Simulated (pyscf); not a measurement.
# Routes from H₃C–SiH•–Cl (SMILES C[SiH]Cl) + H₂ (SMILES [H][H])

Candidate steps break at most two bonds and form at most two. Each was searched with GFN2-xTB (tblite) first. Optimised with ωB97X-D3(BJ)/def2-SVP in PySCF. Energies: ωB97M-D3(BJ)/def2-TZVP, eV, from the separated reactants, doublet surface; ΔG‡ with ideal gas, 1 atm, RRHO with modes under 100 cm⁻¹ raised to 100, one conformer, R ln 2 for chiral ones without a mode under 150 cm⁻¹.

```json
[
 {"products": "H₃C–SiH₂–Cl + H•", "type": "hydrogen abstraction", "ΔE‡": "0.66", "ΔE": "+0.46", "ΔG‡ 298 K": "0.88", "ΔG‡ 900 K": "1.52", "ν‡ (cm⁻¹)": "1020i"},
 {"products": "H₃C–SiH₂• + HCl", "type": "concerted two-bond exchange", "ΔE‡": "1.98", "ΔE": "+0.85", "ΔG‡ 298 K": "2.36", "ΔG‡ 900 K": "3.12", "ν‡ (cm⁻¹)": "956i"}
]
```

Plain bond fissions and candidates not yet searched are not listed, and one of them may be faster. Each barrier is that of the saddle found; lower ones may exist.
